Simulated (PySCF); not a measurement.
Oxygen: a sound run and one with changed settings

Sound run: O [He] 2s2 2p4, O+ [He] 2s2 2p3. Computed with PySCF 2.14 in 6-31G*, with the non-relativistic Hamiltonian (point nucleus). In the sound run the correlated levels freeze 1s2. The sound run starts from symmetry-adapted Hartree-Fock orbitals and uses a fine grid where one is needed.

A second run was set up differently.

```tsv
species	method	sound run (hartree)	changed run (hartree)	converged
O	UHF	-74.78318	-73.80415	yes
O	PBE0	-74.98386	-73.97642	yes
O	PBE	-74.97241	-73.94875	yes
O	MP2	-74.87816	-73.80415	yes
O+	UHF	-74.34108	-73.44358	yes
O+	PBE0	-74.47896	-73.55716	yes
O+	PBE	-74.46270	-73.52932	yes
O+	MP2	-74.40172	-73.44358	yes
```

Ionisation energy of O:

| method | sound run (eV) | changed run (eV) |
| --- | --- | --- |
| UHF | 12.030 | 9.812 |
| PBE0 | 13.739 | 11.409 |
| PBE | 13.870 | 11.413 |
| MP2 | 12.965 | 9.812 |
| SCS-MP2 | 12.965 | 9.812 |

(1) What was changed?
A. radial grid too coarse
B. minimal basis
C. basis contracted for another Hamiltonian
D. all electrons correlated in a valence basis

Results:

(1) B. It used basis STO-3G. A minimal basis cannot let orbitals breathe on ionisation and holds almost no correlation.
